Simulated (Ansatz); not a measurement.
The same path of CH7BO (10 atoms, charge 0, multiplicity 1) was run twice with different band settings. Lost on the way: B1–C2, O8–H10. Made: C2–H10.

All numbers below come from Ansatz 0.2.0, RKS PBE-D4/def2-SVP.

Relaxed end points:

```xyz
10
Properties=species:S:1:pos:R:3
B 0.047 -0.153 0.267
C -0.072 0.203 1.828
H -1.078 0.019 2.271
H 0.681 -0.303 2.477
H 0.114 1.292 1.954
H 1.172 -0.093 -0.221
H -0.847 0.276 -0.459
O -0.252 -1.850 0.163
H -1.132 -1.988 0.569
H 0.376 -2.269 0.787
```

```xyz
10
Properties=species:S:1:pos:R:3
B -0.003 -0.584 -0.784
C 0.008 -0.027 2.649
H -0.901 0.193 3.240
H 0.885 -0.072 3.320
H 0.161 0.772 1.899
H 1.131 -0.158 -0.881
H -0.989 0.130 -0.886
O -0.123 -1.918 -0.563
H -1.053 -2.203 -0.490
H -0.108 -0.998 2.132
```

Common settings: movable images 9; climbing image yes; spring 5.0 eV/Å²; optimiser quadratic models (default); start path through a guess of the saddle point; iteration limit 60; end points relaxed.

| run | force threshold |
| --- | --- |
| 1 | 0.05 eV/Å |
| 2 | 0.2 eV/Å |

Task: What does each run give, and how far can it be trusted?

Result: Run 1: converged after 12 iterations, highest image 0.867 eV above the first end. A vibrational analysis at the climbing image gives one clearly imaginary mode, 1146i cm⁻¹: a first-order saddle point.
Run 2: converged after 9 iterations, highest image 0.876 eV above the first end. The threshold of 0.2 eV/Å is loose, so the images may lie well off the minimum-energy path. The order of the stationary point at the top wasn't checked.
The orbitals stay closed-shell, which can raise the energy where a bond breaks towards radicals; this wasn't checked here.
